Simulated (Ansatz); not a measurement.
Process, species as SMILES: FC=C → [CH-]=CF + H+
B3LYP-D3(BJ)/def2-TZVP geometries, fixed; electronic energies without zero-point terms.
Largest species:
```xyz
6

C      0.0048     0.4339    -0.0020
C      1.1838    -0.1536     0.0049
F     -1.1460    -0.2672    -0.0028
H     -0.1758     1.5010    -0.0077
H      1.2800    -1.2303     0.0104
H      2.0778     0.4520     0.0052
```

Effect of a fitting basis named in the input at PBE0/cc-pVTZ with Ansatz (an electronic-structure program), against the last row, where the deprotonation energy is 409.54 kcal/mol. The proton leaves the site shown, which need not be the most acidic. The default fits or decomposes integrals by the program's own choice; accuracy: high also tightens integrals, grids and stops.

```tsv
setting	largest shift of a total energy (mEh)	shift of the deprotonation energy (kcal/mol)
fitting: def2-SV(P)-JKFIT	-0.045	0.009
fitting: def2-universal-JKFIT	-0.045	0.009
fitting: cc-pVTZ-JKFIT	-0.014	0.001
fitting: cc-pVQZ-JKFIT	-0.012	0.000
fitting: cc-pV5Z-JKFIT	-0.012	0.000
accuracy: high	-0.006	0.000
accuracy: medium (default)	0.000	0.000
```

Within 0.02 kcal/mol in the deprotonation energy: fitting: def2-SV(P)-JKFIT; fitting: def2-universal-JKFIT; fitting: cc-pVTZ-JKFIT; fitting: cc-pVQZ-JKFIT; fitting: cc-pV5Z-JKFIT; accuracy: high. The largest shift is 0.045 mEh in a total energy and 0.009 kcal/mol in the difference.
